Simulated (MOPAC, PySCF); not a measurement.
System: CH$_{2}$NO, net charge 0, doublet state. SMILES: N[C]=O
Structure (B3LYP-D3(BJ)/def2-TZVP (Ansatz) minimum search):
```xyz
5

O     -0.2249     1.1992    -0.0769
C     -0.4363     0.0284    -0.0099
N      0.4179    -0.9973     0.0683
H      0.0715    -1.9373     0.1188
H      1.4203    -0.8452     0.0780
```
Charge 0, spin multiplicity 2.

Unscaled harmonic wavenumbers (cm⁻¹) in rising order, each level at the stationary point that it reaches from this structure (no distance between atoms moves by over 0.3 Å); the order of modes can differ between levels, and a negative number is imaginary. B3LYP-D3(BJ)/def2-TZVP (PySCF, at the structure above): 298, 532, 632, 1101, 1230, 1610, 1857, 3475, 3694.

PM6 (MOPAC): 419, 448, 590, 1085, 1254, 1579, 1964, 2776, 2832. Zero-point energy 18.5 against 20.6 kcal/mol; where all levels lie over 400 cm⁻¹, the wavenumbers are on average 0.923 times those of B3LYP-D3(BJ)/def2-TZVP.

PM7 (MOPAC): 460, 531, 605, 1128, 1317, 1640, 2003, 2767, 2826. Zero-point energy 19.0 against 20.6 kcal/mol; where all levels lie over 400 cm⁻¹, the wavenumbers are on average 0.964 times those of B3LYP-D3(BJ)/def2-TZVP.
